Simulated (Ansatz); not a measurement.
Cost and result for the atomization energy of C2H4Cl2, SMILES `ClCCCl` (8 atoms, 7 bonds).

Cartesian coordinates in Å:
```
Cl -0.2024 -0.7168 -2.0177
C 0.4852 0.0655 -0.5724
C -0.4853 -0.0654 0.5723
Cl 0.2029 0.7159 2.0179
H 1.4302 -0.4261 -0.3489
H 0.6692 1.1097 -0.8184
H -1.4300 0.4269 0.3493
H -0.6698 -1.1096 0.8178
```

The species carries charge 0 and has multiplicity 1. All single points use the PBE0-D4/def2-TZVP geometry. It is one conformer, not always the lowest. Program: Ansatz. Hardware: A = 2 threads of an AMD EPYC 7R13 on a shared host; B = 2 threads of an AMD EPYC 7R13 on a shared host and a share of an NVIDIA H100 80 GB. Times are those of one run each, without the atoms' runs, and a repeat can differ threefold. Electronic energies, without spin–orbit coupling; frozen cores. CCSD(T)/CBS extrapolates def2-TZVPP and def2-QZVPP, and its time is that of the two runs behind it. T1 = 0.009. B3LYP takes the VWN-RPA correlation (the form of Gaussian; ORCA's B3LYP/G).

CCSD(T)/CBS is a level of theory with its own doubt, some kJ/mol a heavy atom from the limit and from the frozen cores, so smaller differences don't rank the functionals.

```tsv
level	functions	wall time
PBE-D4/def2-TZVPP (with forces) [A]	202	2.4 s
PBE0-D4/def2-TZVPP [A]	202	3 s
B3LYP-D4/def2-TZVPP (with forces) [A]	202	4.3 s
r2SCAN-D4/def2-TZVPP (with forces) [A]	202	4.3 s
B2PLYP/def2-TZVPP [A]	202	5.5 s
ωB97X-V/def2-TZVPP [A]	202	6.5 s
CCSD(T)/def2-TZVPP [B]	202	7 s
ωB97M-V/def2-TZVPP (with forces) [A]	202	10 s
CCSD(T)/def2-QZVPP [B]	374	18 s
CCSD(T)/CBS(def2)	–	25 s
```

What atomization energy does each give, and how far from CCSD(T)/CBS? (An estimate is asked.)

Computed: 
| level | atomization (kJ/mol) | difference from CCSD(T)/CBS | per bond |
| --- | --- | --- | --- |
| PBE-D4/def2-TZVPP (with forces) [A] | 2873.9 | 71.4 | 10.2 |
| PBE0-D4/def2-TZVPP [A] | 2830.7 | 28.2 | 4.0 |
| B3LYP-D4/def2-TZVPP (with forces) [A] | 2788.9 | -13.6 | -1.9 |
| r2SCAN-D4/def2-TZVPP (with forces) [A] | 2814.9 | 12.4 | 1.8 |
| B2PLYP/def2-TZVPP [A] | 2765.1 | -37.4 | -5.3 |
| ωB97X-V/def2-TZVPP [A] | 2808.6 | 6.1 | 0.9 |
| CCSD(T)/def2-TZVPP [B] | 2730.8 | -71.7 | -10.2 |
| ωB97M-V/def2-TZVPP (with forces) [A] | 2815.5 | 13.0 | 1.9 |
| CCSD(T)/def2-QZVPP [B] | 2772.7 | -29.8 | -4.3 |
| CCSD(T)/CBS(def2) | 2802.5 | 0.0 | 0.0 |

The D4 term adds +25.4 kJ/mol with B3LYP and +13.1 kJ/mol with PBE0; it sums over pairs of atoms, weighted by their polarisabilities, and B3LYP, whose exchange is more repulsive, gets the larger term. From PBE to PBE0 (25 % exact exchange), in def2-TZVPP and without D4, the atomization energy moves by −40.6 kJ/mol: exact exchange takes away binding that semilocal exchange gives to molecules. In def2-TZVPP, CCSD(T) changes the Hartree–Fock value by +672.6 kJ/mol (the triples alone add +45.3 kJ/mol) and MP2 by +726.3 kJ/mol; breaking electron pairs costs correlation energy, which Hartree–Fock lacks.
